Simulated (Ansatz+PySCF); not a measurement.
Values are calculated unless marked as measured or tabulated.
This PySCF input gave a total energy of -75.81030 hartree.

```python
from pyscf import gto, scf

mol = gto.M(atom="""
O 0.000000 0.000000 -0.119660
H 0.000000 1.508350 1.076960
H 0.000000 -0.754170 0.478650
""", basis='cc-pvdz', charge=0, spin=0)
mf = scf.RHF(mol)
mf.init_guess = 'huckel'
mf.kernel()
while True:  # follow internal instabilities
    mo, _, stable, _ = mf.stability(return_status=True)
    if stable: break
    mf.kernel(mf.make_rdm1(mo, mf.mo_occ))
print(mf.converged, mf.e_tot, mf.spin_square()[0])
```

Question: Write an input for Ansatz with the same method and basis set.

Answer:

```yaml
crystal:
  periodic: [false, false, false]
  atoms:
    - { symbol: O, position_ang: [0.0, 0.0, -0.11966] }
    - { symbol: H, position_ang: [0.0, 1.50835, 1.07696] }
    - { symbol: H, position_ang: [0.0, -0.75417, 0.47865] }
basis:
  gaussian: { orbitals: cc-pVDZ }
hamiltonian:
  xc: hf
```

Ansatz (development build ahead of 0.2.0) gave -75.81030 hartree, 0.00 meV from the first. Caution: an unrestricted determinant lies well below.
